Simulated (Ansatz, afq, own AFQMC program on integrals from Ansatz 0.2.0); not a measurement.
Integrals from Ansatz 0.2.0, then the random walk in our own AFQMC program (afq).

```yaml
crystal:
  periodic: [false, false, false]
  atoms:
    - {symbol: Cl, position_ang: [0.000000, 0.000000, -1.242600]}
    - {symbol: H, position_ang: [0.000000, 0.000000, 0.036200]}
    - {symbol: F, position_ang: [0.000000, 0.000000, 1.206400]}
basis:
  gaussian: {orbitals: cc-pVTZ}
magnetization: {spin_polarized: true, initial_magnetization: 1}
correlation: {method: ccsd_t, electrons: outside_noble_gas, hamiltonian_folder: ham}
```

```sh
$ ansatz run in.yaml --threads 1 --pin off --events-out ev --progress --plain --max-ram 24576MiB --backend cuda --devices 0, --max-vram 18GiB
```

Options of the walk:

```
--method phaseless --trial cisd --walkers 2500 --populations 20 --least-time 60 --time-step 0.005 --steps-per-block 50 --equilibration-blocks 28 --max-blocks 4000 --target-error 0.00023 --factor-cut 1e-05 --start spin_pure --seed 8185 --release-times 0.24,0.51,0.99,1.5 --release-step 0.03 --release-every 4 --taylor-order 6
```

Times are imaginary, in 1/Eh. The walk had a cap of 244 s. With eight or more populations the least sampling time is a fifth of least-time, and the error comes from their spread.

afq prints:

```
orbitals 72  electrons 8 7  factors 462 of 471
reference energy -559.46544804 Eh
CCSD correlation -0.46307997 Eh in 12 cycles, weight of the determinant in the CISD state 0.8626
energy of the start -559.926413 Eh
 block  time / (1/Eh)  mean weight  energy / Eh
     1     0.250  0.9998  -559.923952
     2     0.500  0.9998  -559.931725
     3     0.750  1.0004  -559.936092
     4     1.000  1.0002  -559.938299
     5     1.250  1.0007  -559.939507
     8     2.000  1.0001  -559.943673
    11     2.750  0.9988  -559.943985
    17     4.250  0.9992  -559.944760
    23     5.750  1.0000  -559.943892
    29     7.250  0.9999  -559.942613
    35     8.750  0.9999  -559.944286
    41    10.250  0.9997  -559.942533
    47    11.750  1.0006  -559.944064
    51    12.750  0.9998  -559.945451
    53    13.250  0.9995  -559.943325
    59    14.750  1.0001  -559.941767
    65    16.250  0.9997  -559.943285
    71    17.750  0.9983  -559.943145
    77    19.250  1.0005  -559.941748
    83    20.750  1.0009  -559.941465
    89    22.250  1.0003  -559.944862
    95    23.750  0.9991  -559.944328
    97    24.250  1.0007  -559.942255
error from the spread of 20 populations
released: time / (1/Eh)  energy / Eh  error  mean overlap
  0.24  -559.944515  0.000227  0.9918
  0.51  -559.944922  0.000232  0.9807
  0.99  -559.944706  0.000313  0.9829
  1.50  -559.945186  0.000408  0.9715
energy -559.943475 +/- 0.000222 Eh
(rows thinned)
```

The run passed its tests (sampling time, drift between the halves within three errors, error under three times the target), which doesn't prove that it has relaxed. The second half of the sampling lies above the first by 1.7 errors of their difference, so the energy may still be moving and its error bar be too small.

Against this walk (error 6.0 meV) on the same determinant: CCSD(T) 2.9 meV higher (within the noise), CCSDT(Q) 42.9 meV lower. The error is statistical and leaves out the bias of the constraint. Released to 1.50 1/Eh the energy lies 47 ± 13 meV (both errors) below the phaseless value, which shows part or all of the bias of the constraint, and CCSDT(Q) lies 3.7 meV above the released value. CCSDT(Q) is the surest value here, so the walk's 43 meV above it is most likely the bias of the constraint with this trial, which can have either sign.

Cautions: constraint bias not in the error.

The walk took 2.4 min on 1 × NVIDIA H100 80GB HBM3 with 2 threads of AMD EPYC 7R13 Processor (Zen 3), with other jobs on the host (the card was shared). The log's last line is the phaseless energy.

CCSDT and higher add their correlation energy to the determinant of the CCSD(T) run, since their own runs factorise the integrals more tightly (a shift of under 2 meV). A walk keeps the symmetry of its determinant, which the program's search chose and which needn't be the lowest solution, so a lower state of the same spin and another symmetry isn't excluded.
